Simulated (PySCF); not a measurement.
Method: B3LYP-D3(BJ)/def2-TZVP (PySCF). All species are isolated molecules in the gas phase. B3LYP has the VWN-RPA correlation part, as in Gaussian. 

Reference species (SMILES): `[SiH3]` (neutral, multiplicity 2).

| Quantity | Result |
|---|---|
| dipole moment | 0.08 D |
| highest occupied spin orbital | -6.11 eV |

Changed species: `[BH2]` (radical fragment; the reference has radical fragment).

Problem. Give the shifts of the dipole moment and highest occupied spin orbital.

Solution. the dipole moment increases by 0.41 D, to 0.49 D; the highest occupied spin orbital rises by 0.24 eV, to -5.87 eV.
